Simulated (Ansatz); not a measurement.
Ansatz (a program for electronic structure) input (CCSD(T)/aug-cc-pV(D+d)Z):
A basis named .json is the Basis Set Exchange file of that set.

Ansatz 0.2 input:
```yaml
crystal:
  periodic: [false, false, false]
  atoms:
    - {symbol: C, position_ang: [1.53627673, 0.57214827, 0.32255110]}
    - {symbol: C, position_ang: [0.05198928, 0.83817034, 0.12503813]}
    - {symbol: S, position_ang: [-0.85436042, -0.66617625, -0.25128999]}
    - {symbol: H, position_ang: [-1.61383760, -0.85876183, 0.86582543]}
    - {symbol: H, position_ang: [-0.11397751, 1.50680258, -0.72768466]}
    - {symbol: H, position_ang: [2.07101338, 1.53091325, 0.40204664]}
    - {symbol: H, position_ang: [1.72829395, 0.03199031, 1.26074749]}
    - {symbol: H, position_ang: [2.06867853, -0.01403613, -0.46583059]}
basis:
  gaussian:
    orbitals: aug-cc-pV_D+d_Z.json
total_charge: -1
magnetization: {spin_polarized: false}
correlation: {method: ccsd_t, electrons: outside_noble_gas}
output: {forces: true}
```

Output:

```
Functional definition: HF
integrals: 0.24 GiB planned
1207 factors; integrals over basis functions are off by at most 9.8e-4 eV
mean field: 0.48 GiB planned
mean field evaluation 1: about -12953.8742 eV, gradient 2.2e1 eV
mean field evaluation 2: about -12953.9040 eV, gradient 2.2e1 eV
mean field evaluation 4: about -12955.6514 eV, gradient 3.8e0 eV
mean field evaluation 8: about -12955.7146 eV, gradient 3.4e-1 eV
mean field evaluation 16: about -12955.3720 eV, gradient 8.4e0 eV
mean field evaluation 32: about -12948.4568 eV, gradient 1.6e0 eV
mean field evaluation 64: about -12948.0986 eV, gradient 3.4e-1 eV
mean field -12955.71674653 eV, -476.1138087349 hartree, gradient 3.4e-6 eV, S^2 0.000000; 0 other end points of the search recorded, 0 dependent functions left out
7 core orbitals not correlated
reference -12955.71674653 eV, -476.1138087349 hartree; 10, 10 occupied and 106, 106 virtual orbitals, 1207 factors
densities: 1.23 GiB planned
second order -12.77263844 eV of doubles, -0.00000000 eV of singles
coupled cluster: 0.68 GiB planned
cycle   1  -13.45771755 eV  change   -6.9e-1 eV  update   9.3e-2
cycle   2  -13.81561849 eV  change   -3.6e-1 eV  update   2.8e-2
cycle   3  -13.90471950 eV  change   -8.9e-2 eV  update   1.7e-2
cycle   4  -13.90844926 eV  change   -3.7e-3 eV  update   6.0e-3
cycle   5  -13.90491168 eV  change    3.5e-3 eV  update   4.4e-3
cycle   6  -13.90460076 eV  change    3.1e-4 eV  update   2.4e-3
cycle   7  -13.90460936 eV  change   -8.6e-6 eV  update   1.4e-3
cycle   8  -13.90458424 eV  change    2.5e-5 eV  update   7.4e-4
cycle   9  -13.90482167 eV  change   -2.4e-4 eV  update   3.7e-4
cycle  10  -13.90482436 eV  change   -2.7e-6 eV  update   1.8e-4
cycle  11  -13.90477007 eV  change    5.4e-5 eV  update   9.0e-5
cycle  12  -13.90477563 eV  change   -5.6e-6 eV  update   4.9e-5
cycle  13  -13.90479180 eV  change   -1.6e-5 eV  update   2.9e-5
cycle  14  -13.90480566 eV  change   -1.4e-5 eV  update   1.8e-5
cycle  15  -13.90481644 eV  change   -1.1e-5 eV  update   8.6e-6
cycle  16  -13.90481604 eV  change    3.9e-7 eV  update   4.0e-6
cycle  17  -13.90481491 eV  change    1.1e-6 eV  update   2.3e-6
perturbative correction -0.54106679 eV, -0.0198838376 hartree
the calculation of the forces begins
Total energy: -12970.16262823 eV, -476.6446850953 hartree
Atom 0 at     1.536277     0.572148     0.322551 Å, force     0.158775    -0.073807     0.009361 eV/Å
Atom 1 at     0.051989     0.838170     0.125038 Å, force    -0.277769     0.196660     0.454146 eV/Å
Atom 2 at    -0.854360    -0.666176    -0.251290 Å, force    -0.227964    -0.396585    -0.132181 eV/Å
Atom 3 at    -1.613838    -0.858762     0.865825 Å, force     0.031779     0.007929     0.005753 eV/Å
Atom 4 at    -0.113978     1.506803    -0.727685 Å, force    -0.041160     0.280039    -0.424980 eV/Å
Atom 5 at     2.071013     1.530913     0.402047 Å, force     0.199442     0.377399     0.043703 eV/Å
Atom 6 at     1.728294     0.031990     1.260747 Å, force     0.063932    -0.188798     0.362252 eV/Å
Atom 7 at     2.068679    -0.014036    -0.465831 Å, force     0.092965    -0.202837    -0.318054 eV/Å
Dipole moment:     0.179372    -0.269424    -0.100744 e Å
```

It need not be the lowest isomer of its formula. Whether it binds its extra electron was not tested at this geometry.
